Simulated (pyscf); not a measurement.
Optimised with ωB97X-D3(BJ)/def2-SVP in PySCF.

Problem. For H₃C–NH–CH₃ + CH₃• → H₃C–N•–CH₃ + CH₄, a hydrogen abstraction (doublet surface; H–N broken, C–H formed), PBE/def2-TZVP gives ΔE‡ = 6.0 kJ/mol and ΔE = -57.9 kJ/mol (zero: the separated reactants). In which direction and how far do B3LYP-D3(BJ)/def2-TZVP, PBE0-D3(BJ)/def2-TZVP, ωB97M-D3(BJ)/def2-TZVP move these?

Solution. B3LYP-D3(BJ): ΔE‡ = 23.1 kJ/mol, ΔE = -55.6 kJ/mol; PBE0-D3(BJ): ΔE‡ = 22.7 kJ/mol, ΔE = -52.7 kJ/mol; ωB97M-D3(BJ): ΔE‡ = 38.8 kJ/mol, ΔE = -51.3 kJ/mol. PBE's barrier lies under all of them, by 16.7 to 32.8 kJ/mol. Its reaction energy lies under all of them, by 2.4 to 6.7 kJ/mol. Low barriers are usual for a GGA, whose delocalisation error favours stretched bonds. H₃C–NH–CH₃ lies 32.8 kJ/mol over its isomer H₃C–CH₂–NH₂ (electronic energy, ωB97M-D3(BJ)/def2-TZVP). H₃C–N•–CH₃ lies 42.8 kJ/mol over its isomer H₃C–CH•–NH₂ (electronic energy, ωB97M-D3(BJ)/def2-TZVP). One saddle was located; it need not be the lowest between these sides. The angle at the transferred H is 164°.
